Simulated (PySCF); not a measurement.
# Orbital picture of PO

PBE at R = 1.497 Å; PySCF, no relativity, basis sets P pcseg-1, O pcseg-1. State: ²Π (doublet), unpaired electrons π ↑. Only the outer orbitals are listed, counted within each symmetry.

```tsv
spin	orbital	occ.	ε (eV)	on P (%)	main shells (%)
α	5σ	1	-25.63	22	74 O s, 12 P s
α	6σ	1	-13.71	68	66 P s, 17 O p, 14 O s
α	2π	1	-9.67	31	69 O p, 29 P p
α	2π	1	-9.62	31	69 O p, 29 P p
α	7σ	1	-9.43	47	48 O p, 28 P p, 17 P s
α	3π	1	-4.42	74	72 P p, 26 O p
α	3π	0	-4.31	74	72 P p, 26 O p
α	8σ	0	-0.04	101	82 P p, 11 P d, 9 P s
α	9σ	0	5.22	101	86 P s, 15 P p
β	5σ	1	-25.32	22	73 O s, 12 P s
β	6σ	1	-13.14	64	61 P s, 21 O p, 16 O s
β	2π	1	-9.51	30	70 O p, 28 P p
β	7σ	1	-9.06	51	45 O p, 29 P p, 21 P s
β	2π	1	-8.80	28	72 O p, 26 P p
β	3π	0	-4.01	75	73 P p, 25 O p
β	3π	0	-3.10	77	75 P p, 23 O p
β	8σ	0	0.25	101	81 P p, 10 P d, 10 P s
```

Which are the highest filled and the lowest empty level, where do they sit, and how wide is the gap?

Highest filled α 3π at -4.42 eV (in %: 72 P p, 26 O p); lowest empty α 3π at -4.31 eV (in %: 72 P p, 26 O p); the gap at PBE is 0.11 eV. Both belong to one degenerate shell, split only by its one-sided filling, so this is no excitation gap.

```json
{
 "bond order (Mayer)": "2.19",
 "⟨S²⟩": "0.752",
 "charge on P (Mulliken, basis-dependent)": "0.33",
 "charge on P (Löwdin, basis-dependent)": "0.34",
 "dipole moment (positive dipole means P(−)O(+))": "-1.90 D",
 "polarisability along the bond": "24.8 bohr³",
 "polarisability across the bond": "14.9 bohr³"
}
```

Shares are Mulliken populations and can fall outside 0 to 100 %.

The state is the lowest determinant that a PBE0 search found; another state may lie lower at other levels.
